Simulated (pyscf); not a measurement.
Single points on ωB97X-D3(BJ)/def2-SVP structures (PySCF, gas phase).

Problem. Estimate the classical barrier height and the reaction energy of :HC–F [singlet] + methane (CH₄) -> H₃C–CH₂–F at M06-2X/def2-TZVP. The step runs on the singlet surface, breaks C–H and forms C–C, C–H; take the separated reactants as zero.

Solution. ΔE‡ = 8.0 kcal/mol, ΔE = -89.2 kcal/mol. CCSD(T)/def2-TZVPP + ΔMP2(QZVPP) gives 9.0 kcal/mol and -86.9 kcal/mol. Zero-point energy shifts the barrier by +2.1 kcal/mol. It is an insertion, with an imaginary mode of 811i cm⁻¹. One saddle was located; it need not be the lowest between these sides. A restricted singlet here is unstable towards spin polarisation, as is usual where a triplet lies low; its energy is less safe. The CCSD(T) − MP2 part came from Ansatz, without density fitting, on the same reference.
